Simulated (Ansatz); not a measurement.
## C2H4, SMILES C=C: a rigid scan of one bond length, step by step

Program: Ansatz 0.2.0 through its Python package.

Interactive session:
```pycon
>>> import warnings
>>> import ansatz as az
>>> import numpy as np
>>> GEOMETRY = """
... C    -0.08688   -0.63679   -0.14222
... C     0.08665    0.63672    0.14216
... H     0.03118   -1.40901    0.60040
... H    -0.35624   -0.96985   -1.13123
... H    -0.02925    1.40908   -0.60062
... H     0.35454    0.96985    1.13152
... """
>>> warnings.simplefilter("ignore", az.DeckWarning)
>>> geometry = az.Crystal.molecule()
>>> for line in GEOMETRY.strip().splitlines():
...     symbol, *xyz = line.split()
...     geometry = geometry.atom(symbol, [float(v) for v in xyz])
...
>>> symbols = [site.symbol for site in geometry.cartesian_sites]
>>> start = np.array([site.position_ang for site in geometry.cartesian_sites])
>>> axis = (start[5] - start[1]) / np.linalg.norm(start[5] - start[1])
>>> moving = [5]
>>> lengths, energies = [0.948, 0.992, 1.035, 1.078, 1.121, 1.164, 1.207, 1.272], []
>>> for length in lengths:
...     xyz = start.copy()
...     xyz[moving] += (length - np.linalg.norm(start[5] - start[1])) * axis
...     point = az.Crystal.molecule()
...     for symbol, place in zip(symbols, xyz):
...         point = point.atom(symbol, place.tolist())
...     model = (
...         point.calculation()
...         .basis(gaussian="def2-SVP")
...         .functional("cam_b3lyp")
...     )
...     report = model.run(threads=1).report
...     energies.append(report["free_energy_ev"])
...     print(f"r = {length:6.3f} A  E = {energies[-1]:.5f} eV  <S^2> = {abs(report['mean_field']['state']['spin_squared']):.3f}")
...
r =  0.948 A  E = -2134.91176 eV  <S^2> = 0.000
r =  0.992 A  E = -2135.18883 eV  <S^2> = 0.000
r =  1.035 A  E = -2135.34327 eV  <S^2> = 0.000
r =  1.078 A  E = -2135.40710 eV  <S^2> = 0.000
r =  1.121 A  E = -2135.39967 eV  <S^2> = 0.000
r =  1.164 A  E = -2135.33652 eV  <S^2> = 0.000
r =  1.207 A  E = -2135.23012 eV  <S^2> = 0.000
r =  1.272 A  E = -2135.00878 eV  <S^2> = 0.000
>>> # quartic fit about the minimum
>>> fit = np.polynomial.Polynomial.fit(lengths, np.array(energies) - min(energies), 4).convert()
>>> roots = [r.real for r in fit.deriv().roots() if abs(r.imag) < 1e-9 and fit.deriv(2)(r.real) > 0]
>>> r_e = min(roots, key=lambda r: abs(r - lengths[int(np.argmin(energies))]))
>>> print(f"minimum of the fit at {r_e:.4f} A, force constant {fit.deriv(2)(r_e):.2f} eV/A^2")
minimum of the fit at 1.0938 A, force constant 35.14 eV/A^2
```

Caveats:
- Total energies depend on the basis set; only differences at equal settings carry meaning.
- The rest of the molecule is held rigid at a force-field or estimated start geometry, and the basis set is modest; single-reference methods fail as a bond breaks.
- The orbitals are restricted, so S² is zero by construction.
- Run time: 5.5 s on 1 thread of Arm Neoverse V1, on a shared host, peak memory 0.16 GiB.
